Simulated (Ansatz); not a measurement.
Working through a geometry optimisation of C₄H₅FO, SMILES CC1=C(F)C1O

With Ansatz 0.2.0 through its Python package.

Input file `c4h5fo.xyz`:
```text
11

C     1.62040    0.38180   -0.16090
C     0.13690    0.25580   -0.14350
C    -1.18470    0.85970   -0.13950
F    -1.98280    1.95760   -0.14860
C    -1.02100   -0.52940   -0.11750
O    -1.28410   -1.07440    1.14120
H     2.07810   -0.62880   -0.14760
H     1.95340    0.95000    0.73170
H     1.93500    0.91820   -1.07960
H    -1.30650   -1.08490   -1.03630
H    -0.94470   -2.00540    1.10070
```

At the Python prompt:
```pycon
>>> import warnings
>>> import ansatz as az
>>> import numpy as np
>>> BASIS = "cc-pVDZ"
>>> XC = "PBE0"
>>> DISPERSION = "d3bj"
>>> warnings.simplefilter("ignore", az.DeckWarning)
>>> mol = az.Crystal.molecule_from_extxyz("c4h5fo.xyz")
>>> job = mol.calculation().basis(gaussian=BASIS).functional(XC, dispersion=DISPERSION)
>>> symbols = [site.symbol for site in mol.cartesian_sites]
>>> start = np.array([site.position_ang for site in mol.cartesian_sites], dtype=float)
>>> r = job.relax(force_tolerance=0.01, max_steps=100).run(threads=1).report

>>> end = np.array(r["positions_ang"])
>>> print(f"E = {r['free_energy_ev']:.6f} eV = {r['free_energy_ev'] / 27.211386246:.7f} Ha")
E = -8981.447372 eV = -330.0621031 Ha
>>> print("converged:", r["converged"], " doubts:", r["published_state_doubts"] or "none")
converged: True  doubts: none
>>> print("bond        before    after (A)")
bond        before    after (A)
>>> for i, j in [(0, 1), (0, 6), (0, 7), (0, 8), (1, 2), (1, 4), (2, 3), (2, 4), (4, 5), (4, 9), (5, 10)]:
...     d0, d1 = (np.linalg.norm(xyz[i] - xyz[j]) for xyz in (start, end))
...     print(f"{symbols[i]}{i}-{symbols[j]}{j}".ljust(10), f"{d0:8.4f} {d1:8.4f}")
...
C0-C1        1.4889   1.4718
C0-H6        1.1095   1.1017
C0-H7        1.1093   1.1013
C0-H8        1.1094   1.0991
C1-C2        1.4530   1.2998
C1-C4        1.3993   1.5361
C2-F3        1.3574   1.3210
C2-C4        1.3989   1.4502
C4-O5        1.3966   1.4020
C4-H9        1.1110   1.1048
O5-H10       0.9918   0.9646
>>> for i, j, k in [(1, 0, 6), (1, 0, 7), (1, 0, 8), (6, 0, 7), (6, 0, 8), (7, 0, 8), (0, 1, 2), (0, 1, 4)]:
...     u, v = end[i] - end[j], end[k] - end[j]
...     print(f"angle {symbols[i]}{i}-{symbols[j]}{j}-{symbols[k]}{k}: {np.degrees(np.arccos(np.clip(u @ v / np.linalg.norm(u) / np.linalg.norm(v), -1, 1))):.2f} deg")
...
angle C1-C0-H6: 110.89 deg
angle C1-C0-H7: 110.03 deg
angle C1-C0-H8: 111.53 deg
angle H6-C0-H7: 107.28 deg
angle H6-C0-H8: 108.62 deg
angle H7-C0-H8: 108.36 deg
angle C0-C1-C2: 155.00 deg
angle C0-C1-C4: 144.07 deg
>>> with open("c4h5fo_opt.xyz", "w") as handle:
...     handle.write(f"{len(symbols)}\nrelaxed C4H5FO\n")
...     handle.writelines(f"{s:2s} {x:11.6f} {y:11.6f} {z:11.6f}\n" for s, (x, y, z) in zip(symbols, end))
...
18
```

`c4h5fo_opt.xyz`, as written:
```text
11
relaxed C4H5FO
C     1.613099    0.452524   -0.204797
C     0.144934    0.352049   -0.229818
C    -1.065582    0.812397   -0.339872
F    -1.847330    1.855448   -0.554175
C    -1.040714   -0.599228   -0.008601
O    -1.390506   -0.989868    1.291682
H     2.066346   -0.233815   -0.937784
H     1.993782    0.168078    0.788715
H     1.951193    1.474825   -0.425428
H    -1.271703   -1.371837   -0.763756
H    -1.153518   -1.920374    1.383934
```

Reading the output:
- These settings explore the input space; basis and method may be short of convergence.
- The end point is the stationary point reached from this start; no frequency run checks that it is a minimum, and the basis set is modest.
- It ran for 2 min on 1 thread of Intel(R) Xeon(R) Platinum 8488C (Sapphire Rapids), on a shared host, peak memory 0.31 GiB.

(Lines on the test bed's own set-up are left out of the output.)
